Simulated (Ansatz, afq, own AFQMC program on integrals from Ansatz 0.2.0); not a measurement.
Two steps: Ansatz 0.2.0 writes the Fock matrix and Cholesky factors of the valence space, and afq projects on them the lowest state that overlaps trial and start.

```yaml
crystal:
  periodic: [false, false, false]
  atoms:
    - {symbol: Si, position_ang: [0.000000, 0.000000, 0.000000]}
    - {symbol: Mg, position_ang: [0.000000, 0.000000, 3.558000]}
basis:
  gaussian: {orbitals: cc-pVDZ}
magnetization: {spin_polarized: false}
correlation: {method: ccsd_t, electrons: outside_noble_gas, hamiltonian_folder: ham}
```

```sh
$ ansatz run in.yaml --threads 1 --pin off --events-out ev --progress --plain --max-ram 16896MiB --backend cuda --devices 0, --max-vram 18GiB
```

Options of the walk:

```
--method phaseless --trial hf --walkers 80 --populations 1 --least-time 40 --time-step 0.01 --steps-per-block 25 --equilibration-blocks 40 --max-blocks 160 --target-error 0.00116 --factor-cut 0.0001 --seed 7864 --taylor-order 6
```

Times are imaginary, in 1/Eh. The walk had a cap of 60 s.

Output of the walk:

```
orbitals 26  electrons 3 3  factors 138 of 349
reference energy -488.40018525 Eh
CCSD correlation -0.11997330 Eh in 17 cycles, weight of the determinant in the CISD state 0.7546
energy of the start -488.400185 Eh
 block  time / (1/Eh)  mean weight  energy / Eh
     1     0.250  1.0011  -488.424878
     2     0.500  1.0012  -488.445500
     3     0.750  1.0030  -488.457068
     4     1.000  1.0033  -488.470669
     5     1.250  1.0026  -488.472070
     9     2.250  1.0009  -488.494646
    21     5.250  0.9974  -488.496594
    41    10.250  1.0006  -488.553833
    61    15.250  0.9993  -488.505444
    81    20.250  0.9990  -488.522930
   101    25.250  1.0001  -488.534983
   121    30.250  0.9981  -488.520522
   141    35.250  0.9993  -488.521624
   161    40.250  0.9996  -488.532126
   181    45.250  0.9979  -488.532202
   191    47.750  1.0000  -488.576846
   196    49.000  1.0010  -488.515237
blocks merged  error / Eh  count
     1  0.001473  160
     2  0.001933  80
     4  0.002519  40
     8  0.002985  20
    16  0.004010  10
energy -488.526186 +/- 0.002985 Eh
(rows thinned)
```

The run passed its tests (sampling time, drift between the halves within three errors, error under three times the target), which doesn't prove that it has relaxed.

Against this walk (error 81.2 meV) on the same determinant: CCSD(T) 40.4 meV higher (within the noise), CCSDT(Q) 94.5 meV lower (within the noise), CCSDTQ 98.3 meV lower (within the noise), full CI 99.0 meV lower (within the noise), a separate phaseless walk with a CISD trial and standard settings 40.5 ± 81.6 meV higher (within the noise). The error is statistical and leaves out the bias of the constraint. The determinant is a poor start (see the cautions), so the low cluster orders aren't to be relied on, and full CI is the sure value.

Cautions: constraint bias not in the error; error above the target (81.2 against 31.6 meV); higher spins were not checked; restricted determinant unstable towards unrestricted (UHF 1.33 eV lower, ⟨S²⟩ 1.16); strong correlation (T1 0.021, weight of the determinant 0.75, largest double 0.27); the CCSDT(Q) amplitudes may be one of several solutions (largest double 0.73); the CCSDTQ amplitudes may be one of several solutions (largest double 0.83); the determinant fills πx and πy unequally, so it mixes two states of the linear molecule, and each level undoes that mixture to a different degree, while full CI gives the lower state, and by Hund's rule a triplet of that filling probably lies lower still; CCSDTQ on the UHF determinant differs (974 meV lower), perhaps since the unrestricted series falls towards higher spin; the bias of populations of 80 walkers isn't removed; the time-step error isn't removed.

The walk took 10 s on 1 × NVIDIA H100 80GB HBM3 with 2 threads of AMD EPYC 7R13 Processor (Zen 3), with other jobs on the host (the card was shared). The log's last line is the phaseless energy.

CCSDT and higher add their correlation energy to the determinant of the CCSD(T) run, since their own runs factorise the integrals more tightly (a shift of under 2 meV).
